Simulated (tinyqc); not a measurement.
Worked calculation: extended Hueckel theory, for LiF-. The parameters take no account of the charge, which enters only through the electron count, and nothing here shows that the anion is bound. One step of it, computed by the program tinyqc.

Problem. Wolfsberg-Helmholz matrix. H_ij = K' S_ij (H_ii + H_jj)/2 for i != j (the diagonal keeps H_ii), with K' = 1.5.

overlap S, lower triangle:
```
            1Li 2s   1Li 2px   1Li 2py    1Li 2pz     2F 2s    2F 2px    2F 2py    2F 2pz
1Li 2s    1.000000
1Li 2px   0.000000  1.000000
1Li 2py   0.000000  0.000000  1.000000
1Li 2pz   0.000000  0.000000  0.000000   1.000000
2F 2s     0.279786  0.000000  0.000000   0.417686  1.000000
2F 2px    0.000000  0.141405  0.000000   0.000000  0.000000  1.000000
2F 2py    0.000000  0.000000  0.141405   0.000000  0.000000  0.000000  1.000000
2F 2pz   -0.068763  0.000000  0.000000  -0.070084  0.000000  0.000000  0.000000  1.000000
```

diagonal H_ii (eV): 1Li 2s -5.400000, 1Li 2px -3.500000, 1Li 2py -3.500000, 1Li 2pz -3.500000, 2F 2s -40.000000, 2F 2px -18.100000, 2F 2py -18.100000, 2F 2pz -18.100000

K = 1.500000

Give: H.

Solution.

H (eV), lower triangle:
```
         1Li 2s  1Li 2px  1Li 2py  1Li 2pz    2F 2s   2F 2px   2F 2py   2F 2pz
1Li 2s   -5.400
1Li 2px   0.000   -3.500
1Li 2py   0.000    0.000   -3.500
1Li 2pz   0.000    0.000    0.000   -3.500
2F 2s    -9.527    0.000    0.000  -13.627  -40.000
2F 2px    0.000   -2.291    0.000    0.000    0.000  -18.100
2F 2py    0.000    0.000   -2.291    0.000    0.000    0.000  -18.100
2F 2pz    1.212    0.000    0.000    1.135    0.000    0.000    0.000  -18.100
```
